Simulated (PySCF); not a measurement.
# Ionisation energy of C by level of theory

C [He] 2s2 2p2 (3P) → C⁺ [He] 2s2 2p1 (2P), as a difference of total energies. Calculation: PySCF 2.14, in def2-QZVPPD (8s4p4d2f1g, 63 functions); the non-relativistic Hamiltonian (point nucleus). Correlated levels: valence: 1s2 frozen; valence and next inner shell: nothing frozen. The calculations carry no spin-orbit coupling.

```json
{"method": "UHF", "ionisation energy (eV)": "10.801"}
{"method": "LDA", "ionisation energy (eV)": "11.691"}
{"method": "PBE", "ionisation energy (eV)": "11.537"}
{"method": "PBE0", "ionisation energy (eV)": "11.512"}
{"method": "r2SCAN", "ionisation energy (eV)": "11.664"}
{"method": "TPSS", "ionisation energy (eV)": "11.454"}
{"method": "PW91", "ionisation energy (eV)": "11.606"}
{"method": "revPBE", "ionisation energy (eV)": "11.483"}
{"method": "r2SCAN0", "ionisation energy (eV)": "11.607"}
{"method": "MP2 (valence)", "ionisation energy (eV)": "11.279"}
{"method": "SCS-MP2 (valence)", "ionisation energy (eV)": "11.145"}
{"method": "MP2 (valence and next inner shell)", "ionisation energy (eV)": "11.298"}
{"method": "SCS-MP2 (valence and next inner shell)", "ionisation energy (eV)": "11.160"}
```

**Question.** How much does correlation contribute at MP2 (valence and next inner shell)?

**Answer.** 11.298 − (10.801) = 0.497 eV, measured against UHF.

Errors of the correlated levels include the incompleteness of this basis and the frozen core.

For comparison: 11.262 eV (measured; NIST levels, between the centres of gravity of the two terms).
